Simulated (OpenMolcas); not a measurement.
**Potential curves of SH⁻: spin-free states**

Computed with OpenMolcas 26.06: state-averaged CASSCF(6,4) over S 3p, H 1s, XMS-CASPT2 (IPEA 0.25, imaginary shift 0.2 hartree), scalar X2C, ANO-RCC-VTZP, then RASSI spin–orbit state interaction with atomic mean-field integrals. C2 symmetry about the axis (a holds Σ, Δ, Γ; b holds Π, Φ, H; Σ⁺ and Σ⁻ are not told apart); roots by multiplicity and irrep: 1a 4, 3b 2, 1b 2, 3a 2.

XMS-CASPT2 energies in eV from the lowest point. Curves are followed by energy order within each symmetry, so they are adiabatic and may change character at avoided crossings; Σ⁺ and Σ⁻ are counted together.

| R (Å) | (1)1Σ | (1)3Π | (1)1Π | (1)3Σ | (2)3Σ |
| --- | --- | --- | --- | --- | --- |
| 1.173 | 0.534 | 4.228 | 4.354 | 8.165 | 10.145 |
| 1.241 | 0.168 | 3.830 | 3.972 | 7.668 | 9.614 |
| 1.303 | 0.020 | 3.661 | 3.813 | 7.363 | 9.246 |
| 1.364 | 0.000 | 3.601 | 3.771 | 7.140 | 8.928 |
| 1.432 | 0.087 | 3.618 | 3.801 | 6.937 | 8.604 |
| 1.500 | 0.254 | 3.677 | 3.895 | 6.741 | 8.312 |
| 1.596 | 0.570 | 3.772 | 4.055 | 6.437 | 7.976 |
| 1.719 | 1.015 | 3.846 | 4.206 | 6.015 | 7.648 |
| 1.910 | 1.786 | 3.919 | 4.308 | 5.433 | 7.230 |
| 2.182 | 2.681 | 4.024 | 4.334 | 4.897 | 6.733 |
| 2.592 | 3.593 | 4.160 | 4.307 | 4.544 | 6.261 |
| 3.137 | 4.195 | 4.249 | 4.298 | 4.424 | 5.996 |

(1) With masses 31.972 and 1.008 u, fit the curves (1)1Σ, (1)3Π near their minima.

The 5 lowest clean curves are shown; the next is (1)1Δ, from 7.07 eV. Left out for impure symmetry, kinks or missing points, though low: (2)1Σ. Only roots inside an energy window near the equilibrium distance were included, so the list of states is not complete; labels number the states computed. Each spin and symmetry block has orbitals of its own, averaged over its own roots, so gaps between blocks are less sure than gaps within one and near the minimum can be off by tenths of an eV, in bad cases by more. No Rydberg orbitals are active, so Rydberg states, and σ→σ* states whose orbital the CASSCF left unused, can be missing between those listed. CASPT2 splits the two components of degenerate states numerically, here by up to 17 cm⁻¹. For an anion, states above the electron-detachment threshold (often below 1 to 3 eV) are held by the basis set and are not bound levels. At stretched bonds a block can hold a wrong CASSCF solution and miss its lowest state; points past a visible jump are left out. The CASPT2 reference weights are uneven, so some states carry less reliable energies. Points that failed a check (symmetry, reference weights, a jump) are left out.

## Answers

(1) At XMS-CASPT2, Te from the lowest curve (the fit fixes ωe to a per cent or two; the method's Re and ωe can be off by some per cent):

| curve | Te (cm⁻¹) | Re (Å) | ωe (cm⁻¹) |
| --- | --- | --- | --- |
| (1)1Σ | 0 | 1.344 | 2761.6 |
| (1)3Π | 29070 | 1.381 | 2102.5 |
